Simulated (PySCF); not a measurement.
## Reproducing measurements on pentafluorophosphorane

**What was measured.**

Besley, J. Chem. Theory Comput. 2021, 17, 3644 (DFT calculations of core-electron binding energies at the K-edge of heavier elements) lists, for the gas: P 1s binding energy of P2 2159.26 eV.

Cunha, Hait, Kang, Mao, Head-Gordon, J. Phys. Chem. Lett. 2022, 13, 3438 (arXiv:2111.08405) lists, for the gas: P 1s binding energy of P2 2159.4 eV.

How close the calculation comes is told at the end.

Compound: pentafluorophosphorane, PF₅.
Numbering: `[F:1][P:2]([F:3])([F:4])([F:5])[F:6]`

Geometry (PBE0-D3(BJ)/def2-SVP, Å), atoms numbered from 1 in this order:
```xyz
6
PF5 angstrom
F      0.6422   -0.5738   -1.3522
P      0.0032   -0.0053   -0.0075
F      1.1101    1.1043    0.0491
F      0.2439   -1.3887    0.6915
F     -1.3442    0.2681   -0.7626
F     -0.6358    0.5639    1.3371
```

Runs made with PySCF (gas phase, on this PBE0-D3(BJ)/def2-SVP geometry; non-relativistic but for the core-level run):

```tsv
level	job	basis functions	wall time
delta-SCF UKS SCAN, pcX-2 on the ionised atom, pcseg-1 elsewhere, spin-free X2C	ΔSCF core ionisation, 5 holes	130	17 s
```

Hardware: one thread of an Arm Neoverse V2, no GPU (shared host).

**Comparison with experiment**

**Core binding energies.** Delta-SCF UKS SCAN, pcX-2 on the ionised atom, pcseg-1 elsewhere, spin-free X2C (PySCF).

| level and atom | computed (eV) | measured (eV) | computed − measured (eV) |
| --- | --- | --- | --- |
| P 1s, P2 | 2159.12 | 2159.26 and 2159.4 | -0.14 |

Sources, in the order of the opening: Besley, J. Chem. Theory Comput. 2021, 17, 3644 (DFT calculations of core-electron binding energies at the K-edge of heavier elements); Cunha, Hait, Kang, Mao, Head-Gordon, J. Phys. Chem. Lett. 2022, 13, 3438 (arXiv:2111.08405). The computed values are vertical, without vibrational structure; measured positions hang on the energy calibration. 

No measured geometry was used, and the causes of the misses weren't examined.
